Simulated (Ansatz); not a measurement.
Coupled-cluster diagnostics for the cluster Si3⁻, Ansatz.

Geometry of the doublet (PBE-D4/def2-TZVPD):

| atom | x (Å) | y (Å) | z (Å) |
| --- | --- | --- | --- |
| Si1 | 0.205 | -2.116 | 0.543 |
| Si2 | 0.002 | 0.001 | 0.001 |
| Si3 | -0.207 | 2.115 | -0.544 |

Correlated methods freeze 15 core orbitals. Another isomer (doublet) lies 1.16 eV lower at PBE0-D4/def2-TZVPD; other spin states weren't run for this one.

Estimate the CCSD(T) correlation energy, the shares of MP2 and (T), T1 and the reference's ⟨S²⟩ for: charge -1, doublet, own geometry in def2-TZVPPD; and the rough time on 4 threads of Arm Neoverse V2 on a shared host.


```json
{"state": "charge -1, doublet, own geometry", "basis": "def2-TZVPPD", "correlation (eV)": "-9.624", "MP2 share (%)": "77.8", "(T) share (%)": "8.0", "T1": "0.082", "⟨S²⟩ (pure)": "1.84 (0.75)", "wall time": "11 s", "remarks": "large T1, spin-contaminated"}
```
Customary marks for T1 are 0.02 (closed shells), 0.045 (open shells) and about 0.05 (3d metals). T1 exceeds 0.02 in 1 of 1 rows and 0.045 in 1; the higher it lies, the less the single-reference result can be trusted.
